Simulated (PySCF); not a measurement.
Species: C4H5Cl.
Cartesian coordinates in Å at the PBE0-D3(BJ)/def2-SVP level; atoms count from 1:
```xyz
10
C4H5Cl angstrom
Cl     3.245   -1.337    0.030
C      2.228    0.133   -0.102
C      1.024    0.184   -0.951
C      0.199   -0.832   -0.234
C      0.903    0.234    0.537
H      2.873    1.016   -0.079
H      0.750    0.898   -1.728
H     -0.888   -0.736   -0.325
H      0.571   -1.862   -0.170
H      0.512    0.995    1.211
```

Level of theory: EOM-IP-CCSD/aug-cc-pVDZ in PySCF, restricted Hartree–Fock reference, 9 core orbitals frozen, non-relativistic, gas phase, PBE0-D3(BJ)/def2-SVP geometry.

The vertical ionisation energies are 9.82, 10.30, 10.90, 11.81, 13.06, 13.57, 14.65, 15.30 eV.

Question: Which Hartree–Fock orbital leads each hole, and what is its Koopmans value −ε?

Answer: 
```
leading hole (HF orbital)  Koopmans (eV)  EOM-IP-CCSD (eV)  change (eV)  one-hole share
                     HOMO          10.35              9.82        -0.53            0.96
                   HOMO-1          11.19             10.30        -0.89            0.96
                   HOMO-2          11.82             10.90        -0.92            0.95
                   HOMO-3          12.73             11.81        -0.92            0.96
                   HOMO-4          14.28             13.06        -1.22            0.95
                   HOMO-5          14.70             13.57        -1.13            0.95
                   HOMO-6          15.75             14.65        -1.10            0.94
                   HOMO-7          16.64             15.30        -1.34            0.95
```

Question: Does the order of the lines follow the orbital energies?

Answer: Yes, no two lines change places. The corrections run from -1.34 to -0.53 eV, with a mean of -1.01 eV over the 8 lines; no line lies above its Koopmans value. Koopmans values leave out both the relaxation of the orbitals and the change in correlation energy.

Question: At what kinetic energies would He I light (21.22 eV) eject these electrons?

Answer: 11.40 eV (HOMO), 10.92 eV (HOMO-1), 10.32 eV (HOMO-2), 9.41 eV (HOMO-3), 8.16 eV (HOMO-4), 7.65 eV (HOMO-5), 6.57 eV (HOMO-6), 5.92 eV (HOMO-7).

One root was sought for each valence orbital with −ε under 21 eV, eight at most, so deeper holes and satellites are missing; no vibrational structure.
